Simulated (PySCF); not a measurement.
Computed with B3LYP-D3(BJ)/def2-TZVP // PBE0-D4/def2-SVP in PySCF. Gas-phase values, no solvent. B3LYP has the VWN-RPA correlation part, as in Gaussian. Delta-SCF ions had no search for a lower state. 

Reference species (SMILES): `N` (neutral, multiplicity 1).

| Property | Result |
|---|---|
| vertical ionisation energy (Delta-SCF) | 11.03 eV |
| HOMO–LUMO gap | 8.03 eV |

Changed species: `COC` (free base O(CH3)2; the reference has free base NH3).

### Question
Give the shifts of the vertical ionisation energy (Delta-SCF) and HOMO–LUMO gap.

### Answer
the vertical ionisation energy (Delta-SCF) falls by 1.07 eV, to 9.96 eV; the HOMO–LUMO gap increases by 0.20 eV, to 8.23 eV.
